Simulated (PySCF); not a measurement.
**What each rung costs, and what it gives**

Saddle point of CH₅ClSi, closed shell (CH₅ClSi ([CH3][SiH2][Cl]) → SiHCl ([SiH][Cl]) + CH₄; bonds formed: C2–H3; bonds broken: Si1–C2, Si1–H3), PBE0-D4/def2-TZVP structure:

```xyz
8
angstrom
Si -0.7370 1.1352 -0.1095
C 0.3982 -0.7613 -0.2070
H 0.0599 0.4244 -1.1683
H -1.7981 0.3351 0.5447
Cl 0.4105 2.0231 1.3701
H 1.3498 -0.7800 -0.7386
H -0.2652 -1.5498 -0.5559
H 0.5818 -0.8266 0.8646
```

Barriers are electronic and count from the start structure reached by relaxing down the imaginary mode.

Computed with PySCF 2.14 with density fitting (its default auxiliary sets; JK sets also for MP2 and CCSD(T)) (basis: as named in each row); correlated methods freeze the cores. B3LYP uses VWN-RPA correlation. Extrapolation: Hartree–Fock as exp(−7.88 √X), correlation as X^−2.97.

Times are rough, for one single point on 4 threads of a shared host (Arm Neoverse V1).

The estimate by CCSD(T) at an estimated basis limit (MP2 extrapolated from triple and quadruple zeta, plus CCSD(T) − MP2 in triple zeta) is 3.321 eV.

```json
{"method": "HF", "basis": "STO-3G", "time (s)": "under 1", "barrier (eV)": "5.529", "method less estimate": "2.208"}
{"method": "B3LYP-D4", "basis": "6-31G", "time (s)": "2", "barrier (eV)": "3.072", "method less estimate": "-0.249"}
{"method": "PBE0-D4", "basis": "def2-SVP", "time (s)": "3", "barrier (eV)": "3.202", "method less estimate": "-0.119"}
{"method": "PBE-D4", "basis": "def2-SVP", "time (s)": "4", "barrier (eV)": "2.890", "method less estimate": "-0.431"}
{"method": "MP2", "basis": "def2-QZVPP", "time (s)": "4", "barrier (eV)": "3.393", "method less estimate": "0.072"}
{"method": "SPW92", "basis": "def2-TZVPP", "time (s)": "7", "barrier (eV)": "2.825", "method less estimate": "-0.496"}
{"method": "CCSD(T)", "basis": "def2-SVP", "time (s)": "8", "barrier (eV)": "3.366", "method less estimate": "0.045"}
{"method": "PBE0-D4", "basis": "def2-TZVPP", "time (s)": "8", "barrier (eV)": "3.214", "method less estimate": "-0.107"}
{"method": "BHLYP-D4", "basis": "def2-TZVPP", "time (s)": "9", "barrier (eV)": "3.601", "method less estimate": "0.280"}
{"method": "B3LYP-D4", "basis": "def2-TZVPP", "time (s)": "9", "barrier (eV)": "3.235", "method less estimate": "-0.086"}
{"method": "PBE-D4", "basis": "def2-TZVPP", "time (s)": "10", "barrier (eV)": "2.907", "method less estimate": "-0.414"}
{"method": "r2SCAN-D4", "basis": "def2-TZVPP", "time (s)": "23", "barrier (eV)": "3.150", "method less estimate": "-0.171"}
{"method": "wB97M-V", "basis": "def2-TZVPP", "time (s)": "150", "barrier (eV)": "3.361", "method less estimate": "0.040"}
{"method": "CCSD(T)", "basis": "def2-TZVPP", "time (s)": "210", "barrier (eV)": "3.345", "method less estimate": "0.024"}
```

All methods are single points on the PBE0-D4 structures.

The T1 diagnostic stays at or below 0.013. The restricted Hartree–Fock reference is unstable towards an unrestricted one at one or more of these structures.

Losses and insertions of silylenes and their heavier kin drive the gas-phase chemistry of silicon and germanium vapour deposition.

Labels in which every atom is bracketed show which atoms are joined, not bond orders.
